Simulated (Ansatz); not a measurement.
# CHAl (singlet): wave-function methods side by side at scale of all distances = 0.888, 6-31G

One table from this session's results is given with a row withheld; the runs are named, their logs left out.

The runs use Ansatz 0.2.0, Gaussian basis; 6-31G, core rule «outside noble gas», up to 6 orbitals frozen.

To be run: UHF; CCSD(T) on RHF; CCSD(T) on UHF; BCCD(T) on RHF; CISD; CCSDT(Q) on RHF; CCSDT(Q) on UHF; CISDTQ; CCSDTQ on RHF; CCSDTQ on UHF; CASSCF and MRCISD+Q, 2 electrons in 2 orbitals; CASSCF and NEVPT2, 2 electrons in 2 orbitals; CASSCF and MRCISD+Q, 8 electrons in 9 orbitals; CASSCF and NEVPT2, 8 electrons in 9 orbitals; Full CI.

21 further runs of the same task are left out: 2 for a known fault of the program, 15 that didn't finish, 4 set aside as unsound or not needed.

## The system

The geometry derives from a PBE0/def2-TZVP stationary point (not a proven minimum). All distances are scaled together.

3 atoms, charge 0, spin multiplicity 1.

Atoms are counted from 1 here; the program's logs count them from 0.

Bond lengths: Al1–C2 1.708 Å, Al1–H3 1.413 Å. Angles: C2–Al1–H3 180.0°.

Coordinates:

```mol
CHAl
  3D, bonds by distance, orders not assigned

  3  2  0  0  0  0  0  0  0  0999 V2000
    0.0000    0.0000    0.0984 Al  0  0
    0.0000    0.0000   -1.6097 C   0  0
    0.0000    0.0000    1.5113 H   0  0
  1  2  8  0
  1  3  8  0
M  END
```

Set-up of the first run:

The input, in.yaml:

```yaml
crystal:
  periodic: [false, false, false]
  atoms:
    - {symbol: Al, position_ang: [0.000000, 0.000000, 0.098396]}
    - {symbol: C, position_ang: [0.000000, 0.000000, -1.609698]}
    - {symbol: H, position_ang: [0.000000, 0.000000, 1.511302]}
basis:
  gaussian: {orbitals: 6-31G}
magnetization: {spin_polarized: true, initial_magnetization: 0}
hamiltonian: {xc: hf}
output: {orbitals: {seedname: orbitals}}
```

Command:

```
$ ansatz run in.yaml --threads 1 --pin off --events-out ev --progress --plain --max-ram 2393MiB
```

Among the steps run: UHF; CCSD(T) on RHF; CCSD(T) on UHF; BCCD(T) on RHF; CISD; CCSDT(Q) on RHF; CCSDT(Q) on UHF; CISDTQ; CCSDTQ on RHF; CCSDTQ on UHF; CASSCF and MRCISD+Q, 2 electrons in 2 orbitals; CASSCF and NEVPT2, 2 electrons in 2 orbitals; CASSCF and MRCISD+Q, 8 electrons in 9 orbitals; CASSCF and NEVPT2, 8 electrons in 9 orbitals; Full CI.

One table of the session follows, with a row left open; its other results are not shown here.

It belongs to the step «Misses and costs». 

```
   method  from FCI (kcal/mol)
      RHF               +86.42
     RMP2               +22.98
     CISD               +10.87
    RCCSD                +5.04
 RCCSD(T)                +1.77
  BCCD(T)                +1.85
   RCCSDT                    ?
   CISDTQ                +0.77
RCCSDT(Q)                +0.22
  RCCSDTQ                +0.09
      FCI                    0
```

**Question.** Estimate the row for RCCSDT.

**Answer.** from FCI (kcal/mol): +0.72. In the column «from FCI (kcal/mol)» it lies between RCCSDT(Q) (+0.22) and CISDTQ (+0.77).

Not comparable, so not listed: CASSCF and MRCISD+Q, 2 electrons in 2 orbitals (they don't share determinant, frozen orbitals or solution with the rows shown, or repeat one).

Limits of these values: Left out of the table: CASSCF pair, NEVPT2 pair, CASSCF valence, NEVPT2 valence, MRCISD valence, MRCISD+Q valence (the active space lost an orbital or holds another state than full CI finds). Left out of the table: UHF, UMP2, UCCSD, UCCSD(T), UCCSDT, UCCSDT(Q), UCCSDTQ (another determinant or state than the rows shown). The program flags RCCSDTQ as in doubt, so those rows may rest on another solution; read them beside their warnings. Warnings in the runs' records: passed over end.
